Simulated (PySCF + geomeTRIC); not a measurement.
Species: C$_{2}$H$_{6}$S, SMILES `CCS` (C–C–S–H torsion 62°) (charge 0, multiplicity 1).

Question: Give a relaxed geometry from PBE0-D4/def2-TZVP in PySCF + geomeTRIC.

Answer: Several could match; the one computed here: the end point of this relaxation, one of several conformers (outside a Z-matrix the atoms follow the SMILES, hydrogens last).
Z-matrix (Å, degrees):
```
C
H 1 1.0915
H 1 1.0927 2 106.89
C 1 1.5141 2 111.48 3 -121.23
H 4 1.0912 1 110.96 2 179.17
H 4 1.0925 5 107.84 1 -121.81
H 4 1.0940 5 108.52 6 -116.54
S 1 1.8127 2 109.05 3 111.88
H 8 1.3429 1 96.79 2 63.22
```
